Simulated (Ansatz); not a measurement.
**BH₄ (doublet): the correlation ladder at distance H1–H2 along a hydrogen transfer = 0.745 Å, cc-pVTZ**

Aim: climb from Hartree-Fock through coupled cluster and multireference methods for BH₄ (doublet) at one geometry and basis, and see what each rung misses.

Method: cc-pVTZ, core rule «outside noble gas», up to 1 orbitals frozen; program: Ansatz 0.2.0, Gaussian basis.

The runs, in order: UHF; CCSD(T) on ROHF; CCSD(T) on UHF; BCCD(T) on ROHF; CCSDT(Q) on ROHF; CCSDT(Q) on UHF; CASSCF and MRCISD+Q, 3 electrons in 3 orbitals; CASSCF and NEVPT2, 3 electrons in 3 orbitals; CASSCF and MRCISD+Q, 7 electrons in 8 orbitals; CASSCF and NEVPT2, 7 electrons in 8 orbitals.

2 further runs of the same task are left out: 2 for a known fault of the program.

## 1. What is computed

The geometry derives from fragments relaxed apart (PBE0/def2-TZVP) and kept rigid, so it is no stationary point. A hydrogen atom is moved between rigid fragments.

5 atoms, charge 0, spin multiplicity 2.

Atoms are counted from 1 here; the program's logs count them from 0.

Bond lengths: H1–H2 0.745 Å, B3–H4 1.191 Å, B3–H5 1.191 Å. Angles: H4–B3–H5 129.4°.

## 2. UHF

The input, in.yaml:

```yaml
crystal:
  periodic: [false, false, false]
  atoms:
    - {symbol: H, position_ang: [-2.211922, 0.000000, 0.000000]}
    - {symbol: H, position_ang: [-1.466922, 0.000000, 0.000000]}
    - {symbol: B, position_ang: [0.209078, 0.000000, 0.000000]}
    - {symbol: H, position_ang: [0.718151, 0.000000, 1.077008]}
    - {symbol: H, position_ang: [0.718152, 0.000000, -1.077008]}
basis:
  gaussian: {orbitals: cc-pVTZ}
magnetization: {spin_polarized: true, initial_magnetization: 1}
hamiltonian: {xc: hf}
output: {orbitals: {seedname: orbitals}}
```

Started as:

```bash
$ ansatz run in.yaml --threads 1 --pin off --events-out ev --progress --plain --max-ram 2816MiB --backend cpu
```

After this run come: CCSD(T) on ROHF; CCSD(T) on UHF; BCCD(T) on ROHF; CCSDT(Q) on ROHF; CCSDT(Q) on UHF; CASSCF and MRCISD+Q, 3 electrons in 3 orbitals; CASSCF and NEVPT2, 3 electrons in 3 orbitals; CASSCF and MRCISD+Q, 7 electrons in 8 orbitals; CASSCF and NEVPT2, 7 electrons in 8 orbitals.

Q: Predict the results of all the runs planned. Wanted: UCCSDT(Q) below the RHF energy; RMP2 from UCCSDT(Q); UMP2 from UCCSDT(Q); RCCSD from UCCSDT(Q); RCCSD(T) from UCCSDT(Q); UCCSD(T) from UCCSDT(Q); RCCSDT(Q) from UCCSDT(Q); NEVPT2 pair from UCCSDT(Q); NEVPT2 valence from UCCSDT(Q).

As calculated:

| quantity | value |
| --- | --- |
| UCCSDT(Q) below the RHF energy | -4.2546 eV |
| RMP2 from UCCSDT(Q) | +79.1 kJ/mol |
| UMP2 from UCCSDT(Q) | +79.0 kJ/mol |
| RCCSD from UCCSDT(Q) | +9.2 kJ/mol |
| RCCSD(T) from UCCSDT(Q) | +1.7 kJ/mol |
| UCCSD(T) from UCCSDT(Q) | +1.7 kJ/mol |
| RCCSDT(Q) from UCCSDT(Q) | 0.0 kJ/mol |
| NEVPT2 pair from UCCSDT(Q) | +78.0 kJ/mol |
| NEVPT2 valence from UCCSDT(Q) | +67.4 kJ/mol |
| MRCISD+Q valence from UCCSDT(Q) | +1.3 kJ/mol |
| levels within 1 kcal/mol (43 meV) | RCCSD(T), UCCSD(T), BCCD(T), RCCSDT, UCCSDT, RCCSDT(Q), MRCISD+Q valence |
| T1 diagnostic | 0.021 |
| effectively unpaired electrons | 1.01 |

RCCSD(T) lands +1.7 kJ/mol from the yardstick (0.4 % of the correlation energy). One determinant dominates. Of the multireference levels listed MRCISD+Q valence comes nearest in total energy (+1.3 kJ/mol), which doesn't show that its space is the better one. These misses are within one basis, not against nature; the frozen cores of restricted and unrestricted runs differ, which can shift their rows.
